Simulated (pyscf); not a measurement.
Optimised with ωB97X-D3(BJ)/def2-SVP in PySCF.

Problem. Estimate by transition-state theory the rate constant of NH₃ (SMILES N) + AlH₃ (SMILES [AlH3]) → H₂N–AlH₂ (SMILES [NH2][AlH2]) + H₂ (SMILES [H][H]) (singlet surface; H–N, Al–H broken, Al–N, H–H formed) at 600 K, with ωB97M-D3(BJ)/def2-TZVP energies (ideal gas, 1 atm, RRHO with modes under 100 cm⁻¹ raised to 100, one conformer, R ln 2 for chiral ones without a mode under 150 cm⁻¹; no tunnelling).

Solution. The electronic barrier is 1.2 kcal/mol and the thermal terms add +18.0, so ΔG‡ = 19.2 kcal/mol. With k_BT/h = 1.25e+13 s⁻¹ and RT = 1.192 kcal/mol, and a volume of 8.18e-20 cm³ per molecule at 1 atm, k = 1.1e-13 cm³ molecule⁻¹ s⁻¹. Wigner's tunnelling factor for 1312i cm⁻¹ would be 1.41, likely too low at so high a frequency. A shift of 1 kcal/mol in the barrier changes k by a factor 2.3. On the reactant side the descent ends in an adduct with a Al–N contact (not fully relaxed), 31.9 kcal/mol under the separated species and 31.8 kcal/mol under the saddle at ωB97X-D3(BJ)/def2-TZVP. What is counted as formed (Al–N) is already present as a longer contact in the reactant adduct; forming that adduct is a step of its own. At the saddle there is also a short Al–H contact that neither side keeps. This is the saddle that the search found; another between the same sides may lie lower.
